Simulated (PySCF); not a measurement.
**One reaction down a group: F, Cl, Br, I**

The same gas-phase reaction for F, Cl, Br, I:
- Si₂H₆ + 2 HF → 2 SiH₃F + H₂
- Si₂H₆ + 2 HCl → 2 SiH₃Cl + H₂
- Si₂H₆ + 2 HBr → 2 SiH₃Br + H₂
- Si₂H₆ + 2 HI → 2 SiH₃I + H₂

Method: PySCF energies plus ideal-gas RRHO corrections (1 bar). † marks an energy on the PBE0/def2-TZVP geometry and frequencies; other levels use their own. CCSD(T) freezes the core. All species are closed-shell singlets. I: scalar-relativistic def2 core potential, no spin-orbit coupling. Br: all electrons, no relativistic terms. CCSD(T) isn't extrapolated to the basis-set limit. The harmonic model lacks anharmonicity and excited electronic states, which grow with temperature; levels with a mode under 35 cm⁻¹ are left out. Internal rotation in Si₂H₆ is treated as a harmonic vibration of one conformer, which makes the entropy rough.

ΔH°(298 K) in kJ, by level:

| level | F | Cl | Br | I |
|---|---|---|---|---|
| ωB97M-V/def2-TZVP† | -258.2 | -173.6 | -164.0 | -142.2 |
| PBE0/def2-SVP† | -210.3 | -139.6 | -129.1 | -117.2 |
| BLYP/def2-TZVP† | -261.4 | -160.4 | -146.8 | -123.9 |
| PBE0/def2-TZVP | -227.8 | -155.4 | -149.4 | -133.7 |
| CCSD(T)/def2-TZVPP† | -238.3 | -155.3 | -148.9 | -128.4 |
| PBE/def2-SVP | -224.4 | -138.3 | -125.2 | -112.2 |
| LDA/def2-TZVP† | -219.6 | -144.4 | -136.2 | -120.9 |
| r2SCAN/def2-TZVP† | -255.1 | -169.0 | -160.3 | -141.8 |

At ωB97M-V/def2-TZVP†, ΔH° rises from F to I, over a range of 116.0 kJ; the steps are +84.6, +9.6, +21.8 kJ. 8 of the 8 levels shown give the same order. The levels scatter most for F (51.1 kJ between the highest and the lowest) and least for I (30.0 kJ). ΔS°(298 K) runs from -15.7 to -14.1 J/K, so TΔS° at 298 K spreads over 0.5 kJ among the members, against 116.0 kJ for ΔH°.

Free energies at ωB97M-V/def2-TZVP†:

```csv
member,"ΔS°(298 K), J/K","ΔG°(298 K), kJ","ΔG°(1600 K), kJ",ΔG° changes sign
F,-14.1,-254,-226,none from 298 to 2500 K
Cl,-15.7,-169,-144,none from 298 to 2500 K
Br,-15.7,-159,-137,none from 298 to 2500 K
I,-14.5,-138,-118,none from 298 to 2500 K
```

The NASA 1993 table holds none of these reactions whole; the comparison is among the levels.
